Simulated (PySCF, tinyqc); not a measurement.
Ways to converge the cycle: SCF convergence aids in the sto-6g basis, for CH+, spin multiplicity 1. Computed by the program tinyqc with PySCF. RHF with one setting changed at a time; a run stops when the energy changes by less than 1e-09 hartree and the error matrix is below 1e-5. The start is the Wolfsberg-Helmholz matrix. Damping d keeps d of the old density; a shift (hartree) raises the virtual levels; DIIS n extrapolates F over n matrices.

Geometry (angstrom):
```
atom       x       y       z
C     0.0000  0.0000  0.0000
H     0.0000  0.0000  0.9910
```

lowest restricted solution found by these runs and by PySCF = -37.794837 hartree

Largest element of the error matrix X^T (FDS - SDF) X:
```
iteration    plain  damping 0.3  damping 0.6  shift 0.4   DIIS 3   DIIS 8
1          2.5e-01      2.5e-01      2.5e-01    2.5e-01  2.5e-01  2.5e-01
2          6.5e-02      1.1e-01      1.6e-01    1.1e-01  6.5e-02  6.5e-02
3          1.9e-02      5.7e-02      1.2e-01    4.8e-02  8.4e-03  8.4e-03
4          5.4e-03      2.9e-02      8.4e-02    2.2e-02  3.6e-04  3.6e-04
5          1.5e-03      1.4e-02      6.0e-02    9.6e-03  9.8e-06  8.4e-06
6          4.0e-04      7.1e-03      4.3e-02    4.3e-03  1.5e-07  1.5e-07
8          2.9e-05      1.8e-03      2.2e-02    8.4e-04        -        -
10               -      4.3e-04      1.1e-02    1.6e-04        -        -
14               -      2.5e-05      2.8e-03    6.3e-06        -        -
20               -            -      3.7e-04          -        -        -
30               -            -      1.2e-05          -        -        -
```

How each run ends:
```
run          iterations  E (hartree)         state
plain                 9   -37.794837  lowest found
damping 0.3          18   -37.794837  lowest found
damping 0.6          37   -37.794837  lowest found
shift 0.4            14   -37.794837  lowest found
DIIS 3                6   -37.794837  lowest found
DIIS 8                6   -37.794837  lowest found
```

What does the comparison show, and why?

6 of 6 runs reach the lowest restricted solution found, in 6 to 37 iterations (fastest: DIIS 3, DIIS 8). Plain steps already contract here, so damping only slows them. DIIS 3 and DIIS 8 gain by cancelling the error over several earlier matrices, much as a quasi-Newton step does. The restricted reference is unstable here: a spin-polarised solution lies 0.0151 hartree lower (PySCF), so results built on it describe a poor reference.
